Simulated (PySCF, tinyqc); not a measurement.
Inside a calculation. Method: coupled-perturbed Hartree-Fock on RHF in the sto-3g basis, for BH, spin multiplicity 1. The lowest restricted solution is unstable here: a spin-polarised one lies 0.0064 hartree lower (PySCF). Computed by tinyqc, a small Python program that keeps every step (integrals from PySCF). Settings: charge = 0, multiplicity = 1, basis = sto-3g, method = RHF, energy threshold = 1e-10, iteration cap = 81, orthogonalisation = symmetric, start = atomic densities, DIIS depth = 6. Command: `OMP_NUM_THREADS=1 python tinyqc.py 22304 22305 out.jsonl` (the two numbers bound the seeds that draw the settings). One thread of a shared host (Intel(R) Xeon(R) Processor @ 2.60GHz), about 0.2 s of CPU time with the checks. Later iterations appear only in the table of the cycle.

## One-electron integrals

Geometry (angstrom):
```
atom       x       y       z
B     0.0000  0.0000  0.0000
H     0.0000  0.0000  1.5350
```

Basis sto-3g: exponents (1/bohr^2) and contraction coefficients of normalised primitives:
```
element  l (shell)  exponent  coefficient
B            s (1)   48.7911       0.1543
B            s (1)    8.8874       0.5353
B            s (1)    2.4053       0.4446
B            s (2)    2.2370      -0.1000
B            s (2)    0.5198       0.3995
B            s (2)    0.1691       0.7001
B            p (3)    2.2370       0.1559
B            p (3)    0.5198       0.6077
B            p (3)    0.1691       0.3920
H            s (1)    3.4253       0.1543
H            s (1)    0.6239       0.5353
H            s (1)    0.1689       0.4446
```

Overlap, kinetic and nuclear-attraction integrals over the contracted functions; the nuclear repulsion is the sum of Za Zb / Rab.

nuclear repulsion = 1.723704 hartree

overlap S, lower triangle:
```
         1B 1s   1B 2s  1B 2px  1B 2py  1B 2pz   2H 1s
1B 1s   1.0000
1B 2s   0.2693  1.0000
1B 2px  0.0000  0.0000  1.0000
1B 2py  0.0000  0.0000  0.0000  1.0000
1B 2pz  0.0000  0.0000  0.0000  0.0000  1.0000
2H 1s   0.0307  0.3152  0.0000  0.0000  0.3610  1.0000
```

kinetic energy T (hartree), lower triangle:
```
          1B 1s   1B 2s  1B 2px  1B 2py  1B 2pz   2H 1s
1B 1s   10.8263
1B 2s   -0.0480  0.3592
1B 2px   0.0000  0.0000  1.1239
1B 2py   0.0000  0.0000  0.0000  1.1239
1B 2pz   0.0000  0.0000  0.0000  0.0000  1.1239
2H 1s   -0.0090  0.0252  0.0000  0.0000  0.0948  0.7600
```

nuclear attraction V (hartree), lower triangle:
```
           1B 1s    1B 2s   1B 2px   1B 2py   1B 2pz    2H 1s
1B 1s   -23.4921
1B 2s    -3.2322  -4.1134
1B 2px    0.0000   0.0000  -4.0591
1B 2py    0.0000   0.0000   0.0000  -4.0591
1B 2pz   -0.0112  -0.1088   0.0000   0.0000  -4.1306
2H 1s    -0.3705  -1.0558   0.0000   0.0000  -1.1389  -2.9443
```

core Hamiltonian H = T + V (hartree), lower triangle:
```
           1B 1s    1B 2s   1B 2px   1B 2py   1B 2pz    2H 1s
1B 1s   -12.6658
1B 2s    -3.2802  -3.7542
1B 2px    0.0000   0.0000  -2.9352
1B 2py    0.0000   0.0000   0.0000  -2.9352
1B 2pz   -0.0112  -0.1088   0.0000   0.0000  -3.0067
2H 1s    -0.3794  -1.0305   0.0000   0.0000  -1.0440  -2.1843
```

## Two-electron integrals

Functions are numbered as in S; the eight-fold symmetry (ij|kl) = (ji|kl) = (kl|ij) leaves the list below.

Two-electron integrals (ij|kl) in chemists' order, unique and non-zero (hartree):
```
(11|11) 2.9235   (21|11) 0.5184   (21|21) 0.1093   (22|11) 0.7442
(22|21) 0.1932   (22|22) 0.5448   (31|31) 0.0203   (32|31) 0.0300
(32|32) 0.1203   (33|11) 0.7425   (33|21) 0.1932   (33|22) 0.5447
(33|33) 0.5868   (41|41) 0.0203   (42|41) 0.0300   (42|42) 0.1203
(43|43) 0.0316   (44|11) 0.7425   (44|21) 0.1932   (44|22) 0.5447
(44|33) 0.5235   (44|44) 0.5868   (51|51) 0.0203   (52|51) 0.0300
(52|52) 0.1203   (53|53) 0.0316   (54|54) 0.0316   (55|11) 0.7425
(55|21) 0.1932   (55|22) 0.5447   (55|33) 0.5235   (55|44) 0.5235
(55|55) 0.5868   (61|11) 0.0588   (61|21) 0.0124   (61|22) 0.0219
(61|33) 0.0218   (61|44) 0.0218   (61|51) 0.0009   (61|52) 0.0016
(61|55) 0.0221   (61|61) 0.0014   (62|11) 0.1669   (62|21) 0.0442
(62|22) 0.1404   (62|33) 0.1362   (62|44) 0.1362   (62|51) 0.0048
(62|52) 0.0314   (62|55) 0.1487   (62|61) 0.0053   (62|62) 0.0542
(63|31) 0.0040   (63|32) 0.0198   (63|53) 0.0056   (63|63) 0.0053
(64|41) 0.0040   (64|42) 0.0198   (64|54) 0.0056   (64|64) 0.0053
(65|11) 0.1674   (65|21) 0.0448   (65|22) 0.1502   (65|33) 0.1425
(65|44) 0.1425   (65|51) 0.0081   (65|52) 0.0497   (65|55) 0.1655
(65|61) 0.0056   (65|62) 0.0675   (65|65) 0.0875   (66|11) 0.3434
(66|21) 0.0924   (66|22) 0.3337   (66|33) 0.3155   (66|44) 0.3155
(66|51) 0.0108   (66|52) 0.0966   (66|55) 0.3698   (66|61) 0.0112
(66|62) 0.1745   (66|65) 0.2340   (66|66) 0.7746
```

## Orthogonalisation

S = U s U^T; symmetric (Loewdin) form X = U s^(-1/2) U^T, so that X^T S X = 1.

eigenvalues of S: 0.4942  0.8003  1.0000  1.0000  1.1772  1.5283

X, lower triangle:
```
          1B 1s    1B 2s  1B 2px  1B 2py   1B 2pz   2H 1s
1B 1s    1.0297
1B 2s   -0.1477   1.0769
1B 2px   0.0000   0.0000  1.0000
1B 2py   0.0000   0.0000  0.0000  1.0000
1B 2pz  -0.0072   0.0534  0.0000  0.0000   1.0591
2H 1s    0.0217  -0.1910  0.0000  0.0000  -0.2126  1.1051
```

## Starting guess

The start is atomic minimal-basis densities projected into this basis (PySCF's MINAO start) and scaled to the electron count of each spin; this density is not idempotent, so its energy is not variational and may lie below the converged one.

D at the start, lower triangle:
```
          1B 1s    1B 2s  1B 2px  1B 2py  1B 2pz   2H 1s
1B 1s    2.1788
1B 2s   -0.5638   2.1064
1B 2px   0.0000   0.0000  0.3207
1B 2py   0.0000   0.0000  0.0000  0.3207
1B 2pz   0.0131  -0.0412  0.0000  0.0000  0.2938
2H 1s   -0.0364   0.1348  0.0000  0.0000  0.0542  0.9614
```

## Iteration 1: building the Fock matrix

J_ij = sum D_kl (ij|kl), K_ij = sum D_kl (ik|jl); F = H + J - 0.5 K; E = tr D H + tr D J / 2 - 0.25 tr D K + E_nn.

Coulomb J (hartree), lower triangle:
```
         1B 1s   1B 2s  1B 2px  1B 2py  1B 2pz   2H 1s
1B 1s   8.4364
1B 2s   1.6986  3.4341
1B 2px  0.0000  0.0000  3.4109
1B 2py  0.0000  0.0000  0.0000  3.4109
1B 2pz  0.0105  0.0975  0.0000  0.0000  3.4673
2H 1s   0.1935  0.9276  0.0000  0.0000  1.0190  2.4666
```

exchange K (hartree), lower triangle:
```
         1B 1s   1B 2s  1B 2px  1B 2py  1B 2pz   2H 1s
1B 1s   6.0350
1B 2s   1.0911  1.3706
1B 2px  0.0000  0.0000  0.4822
1B 2py  0.0000  0.0000  0.0000  0.4822
1B 2pz  0.0080  0.0738  0.0000  0.0000  0.5714
2H 1s   0.1375  0.5313  0.0000  0.0000  0.3802  0.9513
```

Fock matrix F (hartree), lower triangle:
```
          1B 1s    1B 2s  1B 2px  1B 2py   1B 2pz    2H 1s
1B 1s   -7.2469
1B 2s   -2.1272  -1.0054
1B 2px   0.0000   0.0000  0.2346
1B 2py   0.0000   0.0000  0.0000  0.2346
1B 2pz  -0.0046  -0.0482  0.0000  0.0000   0.1750
2H 1s   -0.2546  -0.3685  0.0000  0.0000  -0.2151  -0.1933
```

total energy of this density = -24.586328 hartree

This density is the starting one; it is not idempotent, so its energy is not variational and may lie below the converged one.

## Iteration 1: diagonalisation and new density

Diagonalise F' = X^T F X, C = X C', fill 3 alpha and 3 beta electrons from the bottom; D = 2 C_occ C_occ^T. Each column has its largest component positive (the first on a tie).

F' = X^T F X (hartree), lower triangle:
```
         1        2       3       4        5        6
1  -7.0683
2  -1.1111  -0.5180
3   0.0000   0.0000  0.2346
4   0.0000   0.0000  0.0000  0.2346
5  -0.0172   0.0412  0.0000  0.0000   0.2850
6   0.0041  -0.2604  0.0000  0.0000  -0.2729  -0.0100
```

orbital energies (hartree): MO1 -7.2519, MO2 -0.4899, MO3 -0.0549, MO4 0.2346, MO5 0.2346, MO6 0.4854

coefficients C:
```
            MO1      MO2      MO3     MO4      MO5      MO6
1B 1s    0.9920  -0.2551   0.1627  0.0000   0.0000  -0.0841
1B 2s    0.0289   0.8165  -0.6368  0.0000   0.0000   0.3847
1B 2px   0.0000   0.0000   0.0000  0.9614  -0.2753   0.0000
1B 2py   0.0000   0.0000   0.0000  0.2753   0.9614   0.0000
1B 2pz   0.0021   0.0800   0.4503  0.0000   0.0000   0.9802
2H 1s   -0.0041   0.3936   0.6829  0.0000   0.0000  -0.8259
```

D after iteration 1, lower triangle:
```
          1B 1s    1B 2s  1B 2px  1B 2py  1B 2pz   2H 1s
1B 1s    2.1512
1B 2s   -0.5665   2.1459
1B 2px   0.0000   0.0000  0.0000
1B 2py   0.0000   0.0000  0.0000  0.0000
1B 2pz   0.1099  -0.4426  0.0000  0.0000  0.4183
2H 1s    0.0133  -0.2272  0.0000  0.0000  0.6780  1.2427
```

Within a degenerate level the vectors are fixed only up to a rotation; this is one choice.

## Iteration 8 (converged): orbitals

converged F (hartree), lower triangle:
```
          1B 1s    1B 2s  1B 2px  1B 2py   1B 2pz    2H 1s
1B 1s   -7.3575
1B 2s   -2.1472  -1.0163
1B 2px   0.0000   0.0000  0.2604
1B 2py   0.0000   0.0000  0.0000  0.2604
1B 2pz  -0.0186  -0.0083  0.0000  0.0000  -0.0323
2H 1s   -0.2544  -0.3540  0.0000  0.0000  -0.3357  -0.2424
```

As before.

F' = X^T F X (hartree), lower triangle:
```
         1        2       3       4        5        6
1  -7.1795
2  -1.1159  -0.5277
3   0.0000   0.0000  0.2604
4   0.0000   0.0000  0.0000  0.2604
5  -0.0397   0.0971  0.0000  0.0000   0.1090
6   0.0076  -0.2503  0.0000  0.0000  -0.3686  -0.0257
```

orbital energies (hartree): MO1 -7.3620, MO2 -0.5005, MO3 -0.2473, MO4 0.2604, MO5 0.2604, MO6 0.4858

coefficients C:
```
            MO1      MO2      MO3      MO4     MO5      MO6
1B 1s    0.9925  -0.2370  -0.1738   0.0000  0.0000   0.1060
1B 2s    0.0272   0.7534   0.6597   0.0000  0.0000  -0.4662
1B 2px   0.0000   0.0000   0.0000   0.9994  0.0338   0.0000
1B 2py   0.0000   0.0000   0.0000  -0.0338  0.9994   0.0000
1B 2pz   0.0041   0.1508  -0.5750   0.0000  0.0000  -0.9036
2H 1s   -0.0049   0.4439  -0.5105   0.0000  0.0000   0.9197
```

D after iteration 8, lower triangle:
```
          1B 1s    1B 2s  1B 2px  1B 2py  1B 2pz   2H 1s
1B 1s    2.1429
1B 2s   -0.5324   2.0071
1B 2px   0.0000   0.0000  0.0000
1B 2py   0.0000   0.0000  0.0000  0.0000
1B 2pz   0.1366  -0.5311  0.0000  0.0000  0.7067
2H 1s   -0.0427  -0.0051  0.0000  0.0000  0.7209  0.9153
```

Within a degenerate level the vectors are fixed only up to a rotation; this is one choice.

## Convergence

Stop when the energy changes by less than 1e-10 hartree and every element of the error matrix X^T (F D S - S D F) X is below 3e-06.

Course of the cycle:
```
iteration  E (hartree)     change  largest element of the error matrix
1           -24.586328          -                             3.29e-01
2           -24.687010  -1.01e-01                             1.80e-01
3           -24.713650  -2.66e-02                             3.05e-02
4           -24.715070  -1.42e-03                             4.27e-03
5           -24.715104  -3.33e-05                             2.13e-04
6           -24.715104  -6.93e-08                             8.83e-06
7           -24.715104  -1.53e-10                             8.30e-09
8           -24.715104  -3.55e-15                             5.25e-09
```

PySCF RHF in the same basis = -24.715104 hartree

Converged in 8 iterations.

## Populations, bond orders and dipole

Mulliken: Z minus the diagonal of D S on the atom; Loewdin: the same with S^(1/2) D S^(1/2); Mayer order: 2 sum_s sum (D(s) S)_ij (D(s) S)_ji over the two atoms.

Charges (e):
```
atom  Mulliken  Loewdin
1B      0.1727   0.1627
2H     -0.1727  -0.1627
```

Mayer bond orders:
```
pair   order
2-1   0.9702
```

dipole moment about the origin, x y z (debye): 0.0000  0.0000  0.2444

## Integrals over molecular orbitals

(pq|rs) = sum C_ip C_jq C_kr C_ls (ij|kl), one index at a time.

one-electron integrals over orbitals h = C^T H C (hartree), lower triangle:
```
          1        2        3        4        5        6
1  -12.6529
2    0.2936  -2.9428
3    0.2036  -0.2297  -2.7334
4    0.0000   0.0000   0.0000  -2.9352
5    0.0000   0.0000   0.0000   0.0000  -2.9352
6   -0.1252   0.4477  -0.3280   0.0000   0.0000  -2.4811
```

Two-electron integrals over orbitals (pq|rs), unique and non-zero (hartree):
```
(11|11) 2.8922    (21|11) -0.2586   (21|21) 0.0371    (22|11) 0.6073
(22|21) -0.0071   (22|22) 0.5015    (31|11) -0.1859   (31|21) 0.0242
(31|22) -0.0148   (31|31) 0.0268    (32|11) 0.1304    (32|21) -0.0086
(32|22) -0.0438   (32|31) 0.0051    (32|32) 0.1074    (33|11) 0.6240
(33|21) -0.0114   (33|22) 0.4353    (33|31) 0.0033    (33|32) 0.0368
(33|33) 0.5018    (41|41) 0.0216    (42|41) 0.0219    (42|42) 0.0736
(43|41) 0.0157    (43|42) 0.0446    (43|43) 0.0486    (44|11) 0.7420
(44|21) -0.0096   (44|22) 0.4615    (44|31) -0.0064   (44|32) 0.0700
(44|33) 0.4662    (44|44) 0.5868    (51|51) 0.0216    (52|51) 0.0219
(52|52) 0.0736    (53|51) 0.0157    (53|52) 0.0446    (53|53) 0.0486
(54|54) 0.0316    (55|11) 0.7420    (55|21) -0.0096   (55|22) 0.4615
(55|31) -0.0064   (55|32) 0.0700    (55|33) 0.4662    (55|44) 0.5235
(55|55) 0.5868    (61|11) 0.1138    (61|21) -0.0195   (61|22) -0.0070
(61|31) -0.0007   (61|32) 0.0151    (61|33) 0.0167    (61|44) 0.0038
(61|55) 0.0038    (61|61) 0.0233    (62|11) -0.1698   (62|21) 0.0027
(62|22) -0.0378   (62|31) 0.0126    (62|32) -0.0422   (62|33) 0.0027
(62|44) -0.0907   (62|55) -0.0907   (62|61) 0.0099    (62|62) 0.1073
(63|11) 0.1370    (63|21) -0.0038   (63|22) -0.0192   (63|31) 0.0053
(63|32) 0.0951    (63|33) 0.0495    (63|44) 0.0726    (63|55) 0.0726
(63|61) 0.0101    (63|62) -0.0615   (63|63) 0.1121    (64|41) -0.0091
(64|42) -0.0318   (64|43) -0.0035   (64|64) 0.0283    (65|51) -0.0091
(65|52) -0.0318   (65|53) -0.0035   (65|65) 0.0283    (66|11) 0.6298
(66|21) -0.0061   (66|22) 0.5143    (66|31) -0.0149   (66|32) -0.0623
(66|33) 0.4607    (66|44) 0.4526    (66|55) 0.4526    (66|61) -0.0088
(66|62) -0.0103   (66|63) -0.0366   (66|66) 0.5645
```

## Response to a field: uncoupled start

dipole integrals <a|z|i> (bohr):
```
         i1      i2       i3
a4   0.0000  0.0000   0.0000
a5   0.0000  0.0000   0.0000
a6  -0.0970  0.5237  -1.2876
```

Field along z; U_ai = -mu_ai / (e_a - e_i), alpha = -4 sum U_ai mu_ai.

uncoupled U:
```
        i1       i2      i3
a4  0.0000   0.0000  0.0000
a5  0.0000   0.0000  0.0000
a6  0.0124  -0.5309  1.7564
```

uncoupled polarisability = 10.1633 bohr^3

## Coupled step 1

U_ai = -(mu_ai + sum_bj [4 (ai|bj) - (ab|ij) - (aj|bi)] U_bj) / (e_a - e_i); alpha = -4 sum U_ai mu_ai.

U after step 1:
```
        i1       i2      i3
a4  0.0000   0.0000  0.0000
a5  0.0000   0.0000  0.0000
a6  0.0055  -0.4173  1.9652
```

polarisability = 10.9979 bohr^3

## Coupled step 2

As before.

U after step 2:
```
        i1       i2      i3
a4  0.0000   0.0000  0.0000
a5  0.0000   0.0000  0.0000
a6  0.0033  -0.3691  2.0200
```

polarisability = 11.1781 bohr^3

## Coupled polarisability

Repeat until U stops changing; compare with -d2E/dF2.

Course of the coupled iterations:
```
step  alpha (bohr^3)
0            10.1633
1            10.9979
2            11.1781
3            11.2337
4            11.2519
5            11.2578
6            11.2598
7            11.2604
8            11.2606
9            11.2607
10           11.2607
11           11.2607
12           11.2607
13           11.2607
14           11.2607
15           11.2607
16           11.2607
```

coupled polarisability = 11.2607 bohr^3

finite-field check, fields of +/-0.001 au = 11.2607 bohr^3
